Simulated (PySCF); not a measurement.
# A barrier at the coupled-cluster level

Start structure (AlNH6S, closed shell), relaxed at PBE0-D4/def2-TZVP:

| atom | x (Å) | y (Å) | z (Å) |
| --- | --- | --- | --- |
| Al1 | -0.6528 | 0.2288 | -0.6675 |
| S2 | 1.0971 | 1.4436 | -1.3490 |
| H3 | -0.8760 | -1.1628 | -1.4154 |
| H4 | -1.8829 | 1.1115 | -0.1680 |
| H5 | 0.3694 | 0.3579 | 1.6886 |
| N6 | 0.0447 | -0.4366 | 1.1455 |
| H7 | 1.6844 | 0.4236 | -1.9959 |
| H8 | 0.8364 | -1.0594 | 1.0173 |
| H9 | -0.6600 | -0.9269 | 1.6883 |

The step: AlH₃S ([AlH2][SH]) + NH₃ → AlNH₄ ([NH2][AlH2]) + H₂S (still joined by a long Al–S bond); bonds formed: S2–H5; dative contacts that become bonds: Al1–N6; bonds broken: H5–N6; bonds weakened to dative contacts: Al1–S2. Computed with PySCF 2.14 with density fitting (its default auxiliary sets; JK sets also for MP2 and CCSD(T)) (basis: def2-TZVPP and def2-QZVPP); correlated methods freeze the cores. Extrapolation: Hartree–Fock as exp(−7.88 √X), correlation as X^−2.97. Energies below are by CCSD(T) at an estimated basis limit (MP2 extrapolated from triple and quadruple zeta, plus CCSD(T) − MP2 in triple zeta).

Question: What are the electronic barrier and the energy of the step, from the start structure to the end structure? (Judge from chemistry; the value comes from the calculation.)

Answer: Computed: Barrier 131.4 kJ/mol; step energy 111.0 kJ/mol (uphill); reverse barrier, their difference, 20.4 kJ/mol. Barrier and step energy count from the start structure, the reverse barrier from the end structure.

The saddle point: One imaginary mode of 370i cm⁻¹.
```json
{"pair": "Al1–N6", "start (Å)": "2.05", "saddle (Å)": "1.86", "end (Å)": "1.79"}
{"pair": "S2–H5", "start (Å)": "3.31", "saddle (Å)": "1.45", "end (Å)": "1.34"}
{"pair": "Al1–S2", "start (Å)": "2.24", "saddle (Å)": "2.53", "end (Å)": "2.62"}
{"pair": "H5–N6", "start (Å)": "1.02", "saddle (Å)": "1.70", "end (Å)": "3.40"}
```

Zero-point energy (harmonic, PBE0-D4): ZPE is 163.3 kJ/mol at the start and 146.9 kJ/mol at the saddle, so the barrier goes from 131.4 to 115.0 kJ/mol.

First-order rate constant out of the start structure at 898 K by transition-state theory, with harmonic vibrational free energies alone and no tunnelling: ΔA‡ = 131.0 kJ/mol, so k = (kB T/h) exp(−ΔA‡/kB T) ≈ 10^6 s⁻¹ (an order of magnitude at best: rotation, the number of equivalent paths and anharmonicity are left out).

The T1 diagnostic stays at or below 0.011.

Labels in which every atom is bracketed show which atoms are joined, not bond orders.

For scale, one of the runs: CCSD(T)/def2-TZVPP, 199 basis functions, launched by `OMP_NUM_THREADS=4 python run.py`. Time: 5 min of wall clock on 4 CPU threads of an Arm Neoverse V1; the host was shared. Peak host memory: 2.1 GiB.
